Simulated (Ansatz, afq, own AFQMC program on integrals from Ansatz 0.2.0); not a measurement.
AFQMC on a folder of integrals that Ansatz 0.2.0 wrote.

```yaml
crystal:
  periodic: [false, false, false]
  atoms:
    - {symbol: Si, position_ang: [-0.005941, 0.000000, 1.692878]}
    - {symbol: Ge, position_ang: [-0.001466, 0.000000, -0.747359]}
    - {symbol: H, position_ang: [1.461722, -0.000031, 1.996378]}
    - {symbol: H, position_ang: [-0.595235, 1.204279, 2.346671]}
    - {symbol: H, position_ang: [-0.595286, -1.204254, 2.346671]}
basis:
  gaussian: {orbitals: cc-pVDZ}
magnetization: {spin_polarized: true, initial_magnetization: 1}
correlation: {method: ccsd_t, electrons: outside_noble_gas, hamiltonian_folder: ham}
```

```sh
$ ansatz run in.yaml --threads 1 --pin off --events-out ev --progress --plain --max-ram 1382MiB
```

Options of the walk:

```
--method free --trial cisd --walkers 60 --time-step 0.03 --max-blocks 80 --target-error 0.0004 --factor-cut 1e-05 --seed 7490 --times 0,0.21,0.42,0.81,1.2,1.8,2.4,3 --taylor-order 8
```

Times are imaginary, in 1/Eh. The walk had a cap of 1706 s. Filled inner d shells are frozen with the cores.

```
orbitals 41  electrons 6 5  factors 314 of 640
reference energy -2365.96471656 Eh
CCSD correlation -0.20115973 Eh in 16 cycles, weight of the determinant in the CISD state 0.8535
repeat  energy at the last time / Eh  error
    10  -2366.172415  0.001113
    20  -2366.172695  0.000690
    30  -2366.172235  0.000530
    40  -2366.172091  0.000462
    50  -2366.171814  0.000409
    60  -2366.171767  0.000371
time / (1/Eh)  energy / Eh  error  mean overlap
  0.00  -2366.165834  0.000154  1.1716
  0.21  -2366.167815  0.000163  1.1759
  0.42  -2366.169321  0.000205  1.1759
  0.81  -2366.170851  0.000207  1.1677
  1.20  -2366.171821  0.000249  1.1528
  1.80  -2366.171652  0.000279  1.1934
  2.40  -2366.172259  0.000347  1.1865
  3.00  -2366.171869  0.000381  1.1805
energy -2366.171869 +/- 0.000381 Eh
```

Q: Estimate how long the walk took on 1 thread of Arm Neoverse V2 (shared host).

A: 3.3 min of wall time.

The run passed its tests (error under three times the target), which doesn't prove that it has relaxed.

Against this walk (error 10.4 meV) on the same determinant: CCSD(T) 23.4 meV higher. The error is statistical, and a free projection of finite length keeps a remainder of its start. None of these is a sure reference here. The last points scatter (meV from the last: 28 ± 6 at 0.81, 1 ± 7 at 1.20, 6 ± 8 at 1.80, -11 ± 9 at 2.40, 0 ± 10 at 3.00); the last is the one printed as the energy, and the gaps above move with that scatter.

Cautions: remainder of the start not in the error; no relativity below Rb; no spin-orbit coupling; inner d shell frozen; unrestricted determinant slightly spin contaminated (⟨S²⟩ 0.81 against 0.75).

A walk keeps the symmetry of its determinant, which the program's search chose and which needn't be the lowest solution, so a lower state of the same spin and another symmetry isn't excluded.
